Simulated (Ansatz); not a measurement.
`C/C=C\F` from Hartree–Fock to CCSD(T)

Cartesian coordinates in Å:
```
C 0.157 1.106 0.243
C -0.280 -0.311 0.380
C -0.065 -1.272 -0.499
F 0.593 -1.061 -1.649
H -0.701 1.783 0.275
H 0.817 1.391 1.068
H 0.689 1.270 -0.693
H -0.824 -0.604 1.272
H -0.386 -2.301 -0.395
```

Charge 0, multiplicity 1. The geometry is a stationary point of PBE0-D4/def2-TZVP. Frozen core, restricted reference, the Gaussian-basis code of Ansatz. CBS rows extrapolate triple and quadruple zeta; past MP2 they add the triple-zeta difference.

| basis | HF (Eh) | MP2 corr. |
| --- | --- | --- |
| def2-TZVPP | -216.01524 | -0.74589 |
| def2-QZVPP | -216.02505 | -0.80189 |

Q: Estimate the CCSD correlation energy and the (T) correction in each basis where they were run (hartree).

A: 
```csv
basis,CCSD corr.,(T)
def2-TZVPP,-0.77561,-0.02967
CBS(def2),-0.87310,as TZ
```
